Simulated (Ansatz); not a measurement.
A basis-limit estimate, worked out

The pair of NH3 (SMILES N, atoms 1–4) and H2S (SMILES S, atoms 5–7), both closed shells, in one local arrangement (a lower one may exist), relaxed at PBE0-D4/def2-TZVP:

```
7
angstrom
N -0.0734 0.0665 -1.1600
H 0.4452 0.8501 -1.5375
H 0.3632 -0.7801 -1.5037
H -1.0076 0.1039 -1.5493
S -0.2424 0.2765 2.2995
H 0.6705 -0.6842 2.5039
H -0.1554 0.1673 0.9471
```

Both fragments are computed in the basis of the whole pair.

Program: Ansatz 0.2.0. Basis: def2-TZVPPD and def2-QZVPPD. Cores are frozen in the correlated methods.

Energies in eV:

| quantity | pair | first fragment | second fragment |
| --- | --- | --- | --- |
| Hartree–Fock, triple zeta (X = 3) | -12379.31759 | -1529.87994 | -10849.40131 |
| Hartree–Fock, quadruple zeta (X = 4) | -12379.68628 | -1529.94893 | -10849.70162 |
| MP2 correlation, X = 3 | -11.79726 | -6.44448 | -5.24440 |
| MP2 correlation, X = 4 | -12.62799 | -6.85584 | -5.65268 |
| CCSD(T) correlation, X = 3 | -13.21583 | -6.99230 | -6.13132 |

(1) Work out the interaction energy at the basis limit: extrapolate Hartree–Fock as E(X) = E∞ + A exp(−7.88 √X) and the MP2 correlation as E(X) = E∞ + B X^−2.97 (the exponents that Neese and Valeev fitted for def2-TZVPP and QZVPP, reused here for the diffuse sets), then add CCSD(T) − MP2 in triple zeta.

No T1 diagnostic of these runs exceeds 0.011.

## Answers

(1) Each step is linear, so take the differences first (pair − first fragment − second fragment): Hartree–Fock -0.03634 (X = 3) and -0.03573 (X = 4); MP2 correlation -0.10838 and -0.11947; CCSD(T) correlation -0.09221.
Two points give E∞ = E(4) + w [E(4) − E(3)], with w = 1/(exp(7.88 (2 − √3)) − 1) = 0.1377 for Hartree–Fock and w = 1/((4/3)^2.97 − 1) = 0.7407 for the correlation.
Hartree–Fock: -0.03573 + 0.1377 × 0.00061 = -0.0356 eV.
MP2 correlation: -0.11947 + 0.7407 × (-0.01109) = -0.1277 eV.
CCSD(T) − MP2: -0.09221 − (-0.10838) = 0.0162 eV.
Sum: -0.0356 + (-0.1277) + 0.0162 = -0.1471 eV, or -3.39 kcal/mol. Plain CCSD(T) in triple zeta gives -0.1285 eV, so the larger basis shifts the result by -0.0186 eV.

For scale, one of the runs: CCSD(T)/def2-TZVPPD, 173 basis functions, launched by `ansatz run in.yaml --threads 2 --pin off --events-out ev --progress --plain --max-ram 5222MiB`. Time: 14 s of wall clock on 2 CPU threads of an Arm Neoverse V2; the host was shared. Peak host memory: 1.4 GiB.
